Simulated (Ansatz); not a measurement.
# BNH2Cl (SMILES N[B]Cl): UBLYP/STO-3G

Aim: the vertical ionisation energy of BNH2Cl at UBLYP/STO-3G, from 2 runs. 

Program for the calculation: Ansatz 0.2.0.

76 further runs of the same task are left out: 76 set aside as unsound or not needed.

## Step 1: Starting point

BNH2Cl has 5 atoms, charge 0, and is taken as a doublet. SMILES: `N[B]Cl`. Geometry: relaxed at PBE0-D4/def2-TZVP. This is one conformer, not always the lowest.

Bond lengths: N1–B2 1.376 Å, B2–Cl3 1.746 Å, N1–H4 1.005 Å, N1–H5 1.010 Å. Angles: N1–B2–Cl3 124.3°, B2–N1–H4 122.3°, B2–N1–H5 123.4°, H4–N1–H5 114.3°.

## Step 2: A single-point energy at UBLYP/STO-3G

input.yaml

```yaml
crystal:
  periodic: [false, false, false]
  atoms:
    - {symbol: N, position_ang: [-0.334000, 0.412100, -0.256700]}
    - {symbol: B, position_ang: [-0.098400, -0.544600, 0.704400]}
    - {symbol: Cl, position_ang: [1.343200, -1.526200, 0.784600]}
    - {symbol: H, position_ang: [-1.176700, 0.959900, -0.273100]}
    - {symbol: H, position_ang: [0.315800, 0.625100, -1.000600]}
basis:
  gaussian:
    orbitals: STO-3G
magnetization:
  spin_polarized: true
  initial_magnetization: 1
hamiltonian:
  xc: {name: BLYP}
accuracy: high
```

Started as:

```bash
$ ansatz run input.yaml --threads 1 --pin off --max-ram 2610MiB --events-out events.jsonl --progress --plain --runs-dir runs
```

Log:

```text
Warning: RAYON_NUM_THREADS=1 ignored (pool sized by the plan → 1); use --threads N
Functional definition: BLYP
  name "BLYP"
  parameter beta = 0.0042
  parameter a = 0.04918
  parameter b = 0.132
  parameter c = 0.2533
  parameter d = 0.349
  exchange = b88_x(beta = beta)
  correlation = lyp_c(a = a, b = b, c = c, d = d)
372 factors; integrals over basis functions are off by at most 2.5e-8 eV
mean field evaluation 1: about -14553.3021 eV, gradient 8.8e0 eV
mean field evaluation 2: about -14552.7471 eV, gradient 1.4e1 eV
mean field evaluation 4: about -14553.8480 eV, gradient 6.1e-1 eV
mean field evaluation 8: about -14553.8087 eV, gradient 3.8e-3 eV
mean field evaluation 16: about -14553.8087 eV, gradient 1.0e-8 eV
mean field -14553.80873695 eV, -534.8426061571 hartree, gradient 9.4e-9 eV, S^2 0.753025; 0 other end points of the search recorded, 0 dependent functions left out
reference -14553.80877471 eV, -534.8426075446 hartree; 16, 15 occupied and 5, 6 virtual orbitals, 372 factors
Total energy: -14553.80877471 eV, -534.8426075446 hartree
```

It took 1.8 s on 1 thread of Arm Neoverse V1, shared host; peak memory 0.13 GiB.

## Step 3: The singlet cation at the same level

Edit input.yaml of step 2 so:

```diff
@@ -3,3 +3,3 @@
   atoms:
-    - {symbol: N, position_ang: [-0.334000, 0.412100, -0.256700]}
+    - {symbol: "N", position_ang: [-0.334000, 0.412100, -0.256700]}
     - {symbol: B, position_ang: [-0.098400, -0.544600, 0.704400]}
@@ -11,5 +11,3 @@
     orbitals: STO-3G
-magnetization:
-  spin_polarized: true
-  initial_magnetization: 1
+total_charge: 1
 hamiltonian:
```

Started as:

```bash
$ ansatz run input.yaml --threads 1 --pin off --max-ram 2610MiB --events-out events.jsonl --progress --plain --runs-dir runs
```

Log:

```text
Warning: RAYON_NUM_THREADS=1 ignored (pool sized by the plan → 1); use --threads N
Functional definition: BLYP
  name "BLYP"
  parameter beta = 0.0042
  parameter a = 0.04918
  parameter b = 0.132
  parameter c = 0.2533
  parameter d = 0.349
  exchange = b88_x(beta = beta)
  correlation = lyp_c(a = a, b = b, c = c, d = d)
371 factors; integrals over basis functions are off by at most 2.5e-8 eV
mean field evaluation 1: about -14542.4914 eV, gradient 3.7e1 eV
mean field evaluation 2: about -14497.4033 eV, gradient 1.1e2 eV
mean field evaluation 4: about -14547.1370 eV, gradient 1.0e1 eV
mean field evaluation 8: about -14547.4719 eV, gradient 1.5e-1 eV
mean field evaluation 16: about -14547.4720 eV, gradient 2.9e-7 eV
mean field -14547.47197685 eV, -534.6097345187 hartree, gradient 2.2e-8 eV, S^2 0.000000; 0 other end points of the search recorded, 0 dependent functions left out
reference -14547.47201412 eV, -534.6097358884 hartree; 15, 15 occupied and 6, 6 virtual orbitals, 371 factors
Total energy: -14547.47201412 eV, -534.6097358884 hartree
```

Wall time 1.1 s (1 thread of Arm Neoverse V1, shared host); peak memory 0.095 GiB.

## Step 4: Summary of results

At UBLYP/STO-3G:

| quantity | value |
| --- | --- |
| doublet BNH2Cl: total energy | -534.84261 Eh |
| doublet BNH2Cl: ⟨S²⟩ | 0.753 |
| singlet cation: total energy | -534.60974 Eh |
| vertical ionisation energy (to the singlet cation) | 6.337 eV |

In words: The vertical ionisation energy comes to 6.34 eV (146 kcal/mol). Only the singlet of the ionised species was computed; a triplet could lie lower. In a minimal basis such a difference can be off by several eV, whatever the method.
